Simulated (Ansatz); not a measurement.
## What a trial cell of MgF₃ relaxes into

The calculation used DFT PBE, scalar-relativistic, plane waves, PAW (Ansatz). Cutoff 420 eV, Γ-centred k mesh, Gaussian smearing, collinear spin, first started from parallel moments.

The start puts MgF₃ on the Ni3Sn (D0_19) structure type (P6_3/mmc, No. 194), with Mg in place of Sn, F in place of Ni, at a guessed volume.

```
CELL_PARAMETERS angstrom
5.28168 0.00000 0.00000
-2.64084 4.57407 0.00000
0.00000 0.00000 4.23936
ATOMIC_POSITIONS crystal
Mg 0.33333 0.66667 0.25000
Mg 0.66667 0.33333 0.75000
F 0.83300 0.66600 0.25000
F 0.16700 0.83300 0.75000
F 0.33400 0.16700 0.25000
F 0.16700 0.33400 0.75000
F 0.83300 0.16700 0.25000
F 0.66600 0.83300 0.75000
```

Cell and atoms relax at zero pressure; the relaxation can't lower the symmetry of the start. After a coarse first stage the cell is made exact in the group found at 0.06 Å.

Energies over the elements count from the elements' standard structures at the same level (F₂ as a molecule), with no empirical corrections.

(1) What does it relax into?

(2) What are its volume, energy, gap and moment?

Answers

(1) It keeps P6_3/mmc (No. 194). The result has the Ni3Sn (D0_19) structure. Conventional cell: a = 4.578 Å, c = 4.416 Å. Mg has 6 F at 2.29 Å and 6 F at 2.55 Å; F is coordinated by 2 F at 2.22 Å, 2 Mg at 2.29 Å, 2 F at 2.36 Å, 2 Mg at 2.55 Å and 4 F at 2.59 Å.

Space group P6_3/mmc (No. 194). a = 4.578 Å, b = 4.578 Å, c = 4.416 Å, α = 90.00°, β = 90.00°, γ = 120.00°
```tsv
atom	site	symmetry	x	y	z
Mg	2c	-6m2	0.3333	0.6667	0.2500
F	6h	mm2	0.8283	0.6566	0.2500
```

(2) The volume per atom is 10.02 Å³. The density is 3.37 g/cm³. The energy over the elements is -2.04 eV/atom, the gap on the 12×12×8 mesh is 0 eV (a metal) and the net moment per atom is 0.25 μB. The largest site moment is 0.34 μB.

The final run used a 12×12×8 mesh on its 8-atom cell and 0.10 eV smearing. The k mesh leaves about 4 meV/atom of noise in metals. A structure relaxed within its symmetry needn't be a true minimum.

Cost: 2 runs of about 6.4 core-minutes in all, on Arm Neoverse V1 (shared hosts).